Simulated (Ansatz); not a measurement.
Geometry optimisation, Ansatz, RKS PBE0/6-31G*.

input.yaml

```yaml
crystal:
  periodic: [false, false, false]
  atoms:
    - { symbol: B, position_ang: [0.075907, -0.309764, -0.187578] }
    - { symbol: H, position_ang: [0.010576, -0.778491, 0.907775] }
    - { symbol: "N", position_ang: [1.296524, -0.296042, -0.85789] }
    - { symbol: H, position_ang: [2.148779, -0.651419, -0.447082] }
    - { symbol: H, position_ang: [1.423468, 0.110395, -1.775257] }
    - { symbol: H, position_ang: [-0.900561, 0.134268, -0.724882] }
    - { symbol: Si, position_ang: [0.070789, 2.507069, 1.231926] }
    - { symbol: H, position_ang: [0.743918, 3.090649, 2.428924] }
    - { symbol: H, position_ang: [0.853763, 2.860581, 0.017281] }
    - { symbol: H, position_ang: [-1.298843, 3.08018, 1.112877] }
    - { symbol: H, position_ang: [0.00018, 1.040875, 1.363705] }
basis:
  gaussian: { orbitals: "6-31G*" }
hamiltonian:
  xc: pbe0
relax:
  f_tol: 0.03
  max_steps: 50
```

Run as:

```bash
$ ansatz run input.yaml --threads 1 --pin off --max-ram 2048MiB --backend cpu --events-out ev --progress --plain --runs-dir out
```

Q: Where does it end, and by what steps?

A: The run converged. The force dipped under the threshold on the way, but the program's further checks kept it going. After 36 steps the energy has fallen by 0.243 eV; H11 moved furthest, 1.30 Å.

```csv
step,energy less start (eV),largest force component (eV/Å),accepted
0,0.0000,0.530,yes
2,-0.1268,0.560,yes
4,-0.2000,0.212,yes
6,-0.2068,0.092,yes
8,-0.2086,0.031,yes
10,-0.2087,0.042,yes
12,-0.2097,0.052,yes
14,-0.2104,0.073,yes
16,-0.2115,0.050,yes
18,-0.2126,0.065,yes
20,-0.2096,0.278,no
22,-0.2165,0.011,yes
24,-0.2204,0.113,yes
26,-0.2274,0.240,yes
28,-0.2353,0.151,yes
30,-0.2410,0.092,yes
32,-0.2418,0.046,yes
34,-0.2425,0.047,yes
36,-0.2428,0.026,yes
```

```xyz
11
Properties=species:S:1:pos:R:3
B -0.134 -0.895 -0.596
H -0.114 -1.778 0.217
N 0.993 -0.091 -0.744
H 1.838 -0.216 -0.205
H 1.049 0.664 -1.411
H -1.093 -0.680 -1.286
Si 0.373 2.750 1.418
H 0.265 3.997 2.226
H 1.480 2.913 0.435
H -0.906 2.517 0.697
H 0.672 1.606 2.319
```

Whether the end is a true minimum wasn't checked by a vibrational analysis.

Time of the run: 48 s on 1 thread of Intel(R) Xeon(R) 6975P-C (Granite Rapids), on a shared host, peak memory 0.15 GiB.
